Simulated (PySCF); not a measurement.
SiH4, SMILES [SiH4]. The structure is a stationary point at B3LYP-D3(BJ)/def2-TZVPD. The isomer is the one that the SMILES or the coordinates give; other isomers of the formula were not compared.

Level of theory: B3LYP-D3(BJ)/def2-TZVPD in PySCF.

Harmonic wavenumbers (cm⁻¹): 922, 922, 922, 977, 977, 2236, 2242, 2242, 2242. Rotational constants (GHz): 85.81, 85.81, 85.81; symmetry number 12.

**Question.** Work out the zero-point energy and the ideal-gas rigid-rotor harmonic-oscillator thermochemistry at 298.15 K and 1 atm.

**Answer.** ZPE = ½ Σ hcν = ½ × 13683 cm⁻¹ = 81.84 kJ/mol. H − E(el) = 92.37 kJ/mol. Entropy in J/(mol K): translation 152.01, rotation 49.98, vibration 2.47, total 204.46. G − E(el) = 31.40 kJ/mol. Cp = 42.61 J/(mol K).
